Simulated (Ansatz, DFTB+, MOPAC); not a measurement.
Process, species as SMILES: CC(C)CCO + 4 C (CH4) → 4 CC (C2H6) + CO (CH4O)

Property: bond separation energy (enthalpy at 298 K), in kcal/mol. Set-up: 6-31G* and kin with 6d, 5d where marked; no dispersion term unless named; non-relativistic; valence correlation only; SCC-DFTB with the Slater-Koster set that CP2K ships; spin-orbit terms left out. Basis-set limits of correlation are two-point, X^-3; Hartree-Fock from the larger set. [CCSD(T)-MP2]/basis is that difference in the basis named. First-principles and DFTB rows: single points at B3LYP-D3(BJ) geometries (Ansatz, a first-principles code), with unscaled harmonic terms from B3LYP/6-31G* (Ansatz) at its own minima. Semi-empirical rows: MOPAC heats of formation at their own minima for 298 K.

Measured values: Active Thermochemical Tables 1.112 (ions: stationary electron), as tabulated in the package chemicals; CRC Handbook, as tabulated in the package chemicals; they hold spin-orbit and core effects, anharmonicity and other conformers. 

Value to compare with, the measured value: 15.1 kcal/mol.

```json
[
 {"level": "MNDO", "program": "MOPAC", "bond separation energy (enthalpy at 298 K) (kcal/mol)": "-15.9", "error": "-31.0"},
 {"level": "SCC-DFTB", "program": "DFTB+", "bond separation energy (enthalpy at 298 K) (kcal/mol)": "7.6", "error": "-7.5"},
 {"level": "HF/6-31G*", "program": "Ansatz", "bond separation energy (enthalpy at 298 K) (kcal/mol)": "7.4", "error": "-7.7"},
 {"level": "PBE/6-31G*", "program": "Ansatz", "bond separation energy (enthalpy at 298 K) (kcal/mol)": "10.4", "error": "-4.7"},
 {"level": "B3LYP/6-31G*", "program": "Ansatz", "bond separation energy (enthalpy at 298 K) (kcal/mol)": "9.1", "error": "-6.0"},
 {"level": "B3LYP/6-31+G*", "program": "Ansatz", "bond separation energy (enthalpy at 298 K) (kcal/mol)": "9.1", "error": "-6.0"},
 {"level": "MP2/6-31G*", "program": "Ansatz", "bond separation energy (enthalpy at 298 K) (kcal/mol)": "14.5", "error": "-0.6"},
 {"level": "B3LYP-D3(BJ)/def2-TZVPD", "program": "Ansatz + dftd3", "bond separation energy (enthalpy at 298 K) (kcal/mol)": "12.2", "error": "-2.9"},
 {"level": "PBE0/def2-TZVPD", "program": "Ansatz", "bond separation energy (enthalpy at 298 K) (kcal/mol)": "10.1", "error": "-5.0"},
 {"level": "RI-MP2/CBS(cc-pVTZ,cc-pVQZ)+[CCSD(T)-MP2]/cc-pVTZ", "program": "Ansatz", "bond separation energy (enthalpy at 298 K) (kcal/mol)": "14.4", "error": "-0.7"}
]
```

Among the 7 habitual levels, MNDO lies farthest from the measured value (-31.0 kcal/mol) and MP2/6-31G* nearest (-0.6); 0 of 7 lie above it, and their mean absolute error is 9.1 kcal/mol, the median 6.0. One case shows no general order.

The levels are drawn from those run, B3LYP/6-31G* more often than the rest, none by its result; left out are runs that failed, that the program found above a lower state of the same kind, or whose <S^2> lies over 0.5 above the pure value.
